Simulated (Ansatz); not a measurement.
Born–Oppenheimer molecular dynamics of C₂H₈N₂O (13 atoms, charge 0, multiplicity 1). It goes on from the last frame of an earlier run, with new velocities.

Computed with RKS PBE-D4/STO-3G (Ansatz).

* ensemble: NVT, Langevin thermostat
* time step: 0.5 fs
* steps asked: 250
* set temperature: 200 K
* friction: 0.001 /fs
* seed: 824231

First frame:

```xyz
13
Properties=species:S:1:pos:R:3
N -2.133 0.335 -1.210
C -1.085 -0.487 -0.519
O -0.063 0.421 0.083
C 1.078 -0.404 0.536
N 2.210 0.398 1.115
H -1.551 1.052 -1.766
H -2.577 0.984 -0.446
H -1.468 -1.167 0.235
H -0.526 -1.069 -1.260
H 1.318 -1.031 -0.351
H 0.766 -1.094 1.353
H 2.263 1.180 0.342
H 1.768 0.992 1.828
```

Q: How far do the bonds stretch over the last three quarters of this one trajectory? (Pairs bonded in most of those frames.)

A: 
| bond | mean (Å) | spread (Å) | shortest | longest |
| --- | --- | --- | --- | --- |
| N1–C2 | 1.516 | 0.022 | 1.47 | 1.55 |
| N1–H6 | 1.074 | 0.020 | 1.04 | 1.11 |
| N1–H7 | 1.072 | 0.012 | 1.04 | 1.10 |
| C2–O3 | 1.492 | 0.017 | 1.47 | 1.54 |
| C2–H8 | 1.128 | 0.036 | 1.07 | 1.18 |
| C2–H9 | 1.122 | 0.016 | 1.08 | 1.16 |
| O3–C4 | 1.490 | 0.024 | 1.44 | 1.53 |
| C4–N5 | 1.517 | 0.022 | 1.47 | 1.56 |
| C4–H10 | 1.125 | 0.008 | 1.11 | 1.14 |
| C4–H11 | 1.126 | 0.018 | 1.10 | 1.15 |
| N5–H12 | 1.077 | 0.037 | 1.01 | 1.14 |
| N5–H13 | 1.076 | 0.027 | 1.02 | 1.14 |

Mean temperature of the second half: 194 K. A run of 0.12 ps of so small a system gives no equilibrium averages. Limits of this set-up: minimal basis.

Run time: 5.8 min on 1 thread of Intel(R) Xeon(R) 6975P-C (Granite Rapids), on a shared host, peak memory 0.093 GiB.
